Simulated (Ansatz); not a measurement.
# 1T (CdI2-type) HfS2

These are PBE0 (PAW; Ansatz, a quantum-chemistry and plane-wave program) values and carry that method's errors.

Numerical settings: plane-wave cutoff 500 eV, 12×12×4 k mesh (along the axes of the cell as run), gaussian smearing 0.02 eV, scalar-relativistic PAW data made under PBE.

Cell (relaxed with PBEsol):

HfS2 is modelled in the trigonal space group P-3m1 (No. 164), the CdI2 type structure, Pearson symbol hP3. Conventional cell: a = 3.593 Å, b = 3.593 Å, c = 5.943 Å, α = 90.00°, β = 90.00°, γ = 120.00°. Hf on 1a is coordinated by 6 S at 2.530 Å (octahedral). S on 2d has 3 Hf at 2.530 Å (trigonal pyramidal). (Neighbours: up to the widest gap in distance over summed covalent radii, below 1.35, at either atom; cation-cation and far metal-metal contacts left out.)

```json
{
 "band_gap": "2.51 eV (on the SCF k mesh)"
}
```

Measured, for comparison: band gap 1.8 eV (temperature not stated, not corrected to a static lattice, fundamental, indirect, our sources range from 1.80 to 1.96; as tabulated in Rybak et al. (2022), arXiv:2210.12074).

Note: the cell comes from a level without a dispersion term, which matters for the spacing of layers, chains or molecules; cell and atoms aren't relaxed at this level (pressure 2.8 GPa); the cell has widely spaced layers and the level no dispersion term, so their spacing and the moduli can rest on weak binding.

Spin–orbit coupling is not included.

Computed values are for the static lattice.

The result took roughly 8 core-minutes.
